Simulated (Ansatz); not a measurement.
# SiH4S (Si(SH)H3) at 6 levels

Aim: a comparison of 6 runs (B3LYP/STO-3G, CAM-B3LYP/STO-3G, MP2/STO-3G, CCSDTQ/STO-3G, CCSD/STO-3G, UCCSD(T)/STO-3G) of SiH4S (Si(SH)H3). 

The calculation is run with Ansatz 0.2.0.

54 further runs of the same task are left out: 54 set aside as unsound or not needed.

## (1) The molecule

SiH4S: 6 atoms, total charge 0, spin state singlet. SMILES: `[H][Si]([H])([H])S`. The H6–Si1 distance was set to 2.915 Å, away from the relaxed value. At this shape a bond of the SMILES string is far longer than usual.

Bond lengths: Si1–S2 2.147 Å, S2–H3 1.325 Å, Si1–H4 1.452 Å, Si1–H5 1.457 Å. Angles: Si1–S2–H3 97.0°, S2–Si1–H4 103.2°, S2–Si1–H5 107.7°, H4–Si1–H5 113.2°.

## (2) A single-point energy at B3LYP/STO-3G (run 1)

Contents of input.yaml:

```yaml
crystal:
  periodic: [false, false, false]
  atoms:
    - {symbol: Si, position_ang: [0.903330, 1.196037, -0.137134]}
    - {symbol: S, position_ang: [0.955840, 1.230397, 2.008916]}
    - {symbol: H, position_ang: [-0.354690, 1.270487, 2.202686]}
    - {symbol: H, position_ang: [2.308130, 1.189887, -0.502504]}
    - {symbol: H, position_ang: [0.198890, 2.391177, -0.582714]}
    - {symbol: H, position_ang: [-0.500900, -1.225100, -0.952020]}
basis:
  gaussian: {orbitals: STO-3G}
hamiltonian: {xc: {name: B3LYP}}
accuracy: high
```

Launch:

```
$ ansatz run input.yaml --threads 1 --pin off --max-ram 2610MiB --events-out events.jsonl --progress --plain --runs-dir runs
```

Standard output:

```text
Warning: RAYON_NUM_THREADS=1 ignored (pool sized by the plan → 1); use --threads N
Functional definition: B3LYP
  name "B3LYP"
  parameter a0 = 0.2
  parameter ax = 0.72
  parameter ac = 0.81
  exchange = (1 - a0 - ax)*slater_x + ax*b88_x + a0*exact_x
  correlation = (1 - ac)*vwn_rpa_c + ac*lyp_c
387 factors; integrals over basis functions are off by at most 8.5e-9 eV
mean field evaluation 1: about -18555.1421 eV, gradient 2.4e1 eV
mean field evaluation 2: about -18547.7930 eV, gradient 2.8e1 eV
mean field evaluation 4: about -18560.4226 eV, gradient 1.1e1 eV
mean field evaluation 8: about -18561.1479 eV, gradient 5.8e0 eV
mean field -18561.32172315 eV, -682.1159920100 hartree, gradient 2.9e-8 eV, S^2 0.000000; 0 other end points of the search recorded, 0 dependent functions left out
reference -18561.32175357 eV, -682.1159931279 hartree; 17, 17 occupied and 5, 5 virtual orbitals, 387 factors
Total energy: -18561.32175357 eV, -682.1159931279 hartree
```

It took 1.4 s on 1 thread of Arm Neoverse V1, shared host; peak memory 0.099 GiB.

## (3) The energy at CAM-B3LYP/STO-3G (run 2)

Contents of run.yaml:

```yaml
crystal:
  periodic: [false, false, false]
  atoms:
    - symbol: Si
      position_ang: [0.903330, 1.196037, -0.137134]
    - symbol: S
      position_ang: [0.955840, 1.230397, 2.008916]
    - symbol: H
      position_ang: [-0.354690, 1.270487, 2.202686]
    - symbol: H
      position_ang: [2.308130, 1.189887, -0.502504]
    - symbol: H
      position_ang: [0.198890, 2.391177, -0.582714]
    - symbol: H
      position_ang: [-0.500900, -1.225100, -0.952020]
basis:
  gaussian: {orbitals: STO-3G}
accuracy: high
hamiltonian: {xc: {name: CAM-B3LYP}}
```

Launch:

```
$ ansatz run run.yaml --threads 1 --pin off --max-ram 2610MiB --events-out events.jsonl --progress --plain --runs-dir runs
```

Standard output:

```text
Warning: RAYON_NUM_THREADS=1 ignored (pool sized by the plan → 1); use --threads N
Functional definition: CAM-B3LYP
  name "CAM-B3LYP"
  parameter alpha = 0.19
  parameter beta = 0.46
  parameter omega = 0.33/bohr
[... 1 set-up line as earlier in the session ...]
  exchange = (1 - alpha - beta)*b88_x + beta*b88_x_sr(omega) + alpha*exact_x + beta*exact_x_lr(omega)
  correlation = (1 - ac)*vwn5_c + ac*lyp_c
387 factors; integrals over basis functions are off by at most 8.5e-9 eV
174 factors; integrals over basis functions are off by at most 1.0e-9 eV
mean field evaluation 1: about -18553.7364 eV, gradient 2.3e1 eV
mean field evaluation 2: about -18548.8311 eV, gradient 2.6e1 eV
mean field evaluation 4: about -18559.4527 eV, gradient 2.5e0 eV
mean field evaluation 8: about -18559.4861 eV, gradient 1.5e-2 eV
mean field evaluation 16: about -18559.4407 eV, gradient 3.7e-6 eV
mean field -18559.44069416 eV, -682.0468654698 hartree, gradient 1.2e-8 eV, S^2 0.000000; 0 other end points of the search recorded, 0 dependent functions left out
reference -18559.44070897 eV, -682.0468660138 hartree; 17, 17 occupied and 5, 5 virtual orbitals, 387 factors
Total energy: -18559.44070897 eV, -682.0468660138 hartree
```

Run time: 1.5 s. Hardware: 1 thread of Arm Neoverse V1, shared host; peak memory 0.1 GiB.

Runs 3 to 5 aren't shown in full; the table further down has their settings and results.

## (4) A single-point energy at UCCSD(T)/STO-3G (run 6)

Contents of in.yaml:

```yaml
crystal:
  periodic: [false, false, false]
  atoms:
    - {symbol: Si, position_ang: [0.903330, 1.196037, -0.137134]}
    - {symbol: S, position_ang: [0.955840, 1.230397, 2.008916]}
    - {symbol: H, position_ang: [-0.354690, 1.270487, 2.202686]}
    - {symbol: H, position_ang: [2.308130, 1.189887, -0.502504]}
    - {symbol: H, position_ang: [0.198890, 2.391177, -0.582714]}
    - {symbol: H, position_ang: [-0.500900, -1.225100, -0.952020]}
basis:
  gaussian:
    orbitals: STO-3G
magnetization:
  spin_polarized: true
  initial_magnetization: 0
correlation:
  method: ccsd_t
  frozen_orbitals: {H: 0, S: 5, Si: 5}
accuracy: high
scf:
  omitted_lower_state_checks: [cluster_reference, increment]
```

Launch:

```
$ ansatz run in.yaml --threads 1 --pin off --max-ram 2610MiB --events-out events.jsonl --progress --plain --runs-dir runs
```

Standard output, cut to the lines that bear on the results:

```text
Warning: RAYON_NUM_THREADS=1 ignored (pool sized by the plan → 1); use --threads N
Functional definition: HF
  name "HF"
[...]
387 factors; integrals over basis functions are off by at most 8.5e-9 eV
[...]
mean field -18529.63987144 eV, -680.9517054346 hartree, gradient 2.8e-8 eV, S^2 0.958451; 6 other end points of the search recorded, 0 dependent functions left out
10 core orbitals not correlated: weight in the atoms' cores, before any rotation towards them, 1.000 or more for the frozen orbitals, at most 0.000 for the correlated occupied ones
reference -18529.63987144 eV, -680.9517054346 hartree; 7, 7 occupied and 5, 5 virtual orbitals, 387 factors
second order -1.44338893 eV of doubles, -0.00000000 eV of singles
cycle   1  -1.85860124 eV  change   -4.2e-1 eV  update   6.0e-2
[...]
cycle  34  -2.20311343 eV  change  -1.2e-10 eV  update  8.9e-10
perturbative correction -0.05150332 eV, -0.0018927122 hartree
Total energy: -18531.89448820 eV, -681.0345610721 hartree
Checks for a lower state left out: cluster_reference, increment
```

Run time: 0.42 s. Hardware: 1 thread of Arm Neoverse V1, shared host.

## (5) The series

| run | level | frozen core orbitals | energy (Eh) | wall time |
| --- | --- | --- | --- | --- |
| 1 | B3LYP/STO-3G | – | -682.115993 | 1.4 s |
| 2 | CAM-B3LYP/STO-3G | – | -682.046866 | 1.5 s |
| 3 | MP2/STO-3G | 10 | -680.956508 | 0.18 s |
| 4 | CCSDTQ/STO-3G | 10 | -681.037760 | 4.2 s |
| 5 | CCSD/STO-3G | 10 | -681.031492 | 0.18 s |
| 6 | UCCSD(T)/STO-3G | 10 | -681.034561 | 0.42 s |

## (6) Summary of results

```
                                           quantity          value
                                run 6: total energy  -681.03456 Eh
run 6: correlation energy (10 core orbitals frozen)      -82.9 mEh
                              run 6: (T) correction      -1.89 mEh
           run 6: ⟨S²⟩ of the reference determinant          0.958
                               run 6: T1 diagnostic          0.029
```

**Reading.** Totals of different functionals can't be ranked against each other. In runs 3, 4, 5 the log says that unrestricted orbitals would lower the reference, so the values rest on an unstable closed-shell determinant (other closed-shell runs at this shape may share the fault). In runs 1, 2, 3, 4, 5, 6 the basis is minimal, so the values are rough. In runs 1, 2, 3, 5 a closed-shell determinant meets a far-stretched bond, which it describes badly. Spin contamination of the reference: run 6 ⟨S²⟩ = 0.96. Where it is this large, the reference is a mixture of spin states, and values that rest on it are in doubt. All runs together took 8 s, the longest 4.2 s.
